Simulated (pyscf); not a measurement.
A first-order saddle from PySCF, ωB97X-D3(BJ)/def2-SVP:

```
C
F 1 1.3173
F 1 1.3173 2 110.16
F 1 1.3173 2 110.14 3 -121.68
Cl 1 1.9344 2 108.75 4 -119.18
H 5 1.6303 2 151.98 1 179.63
```
Charge 0, spin multiplicity 2.

Surface: doublet, charge 0. Lowest wavenumbers (cm⁻¹): 1104i, 223, 223, 300, 300.

### Question
Name the species on either side of this saddle.

### Answer
`[F][C]([F])[F]` [doublet] + `[ClH]` <-> `[F][C]([F])([F])[Cl]` + `[H]` [doublet], an atom transfer read from left to right: Cl–H broken and C–Cl formed. At ωB97M-D3(BJ)/def2-TZVP it lies +28.9 kcal/mol from the left side and +11.6 kcal/mol from the right (each side as separated species at their lowest minima found). This is the saddle that the search found; another between the same sides may lie lower. The angle at the transferred Cl is 180°.
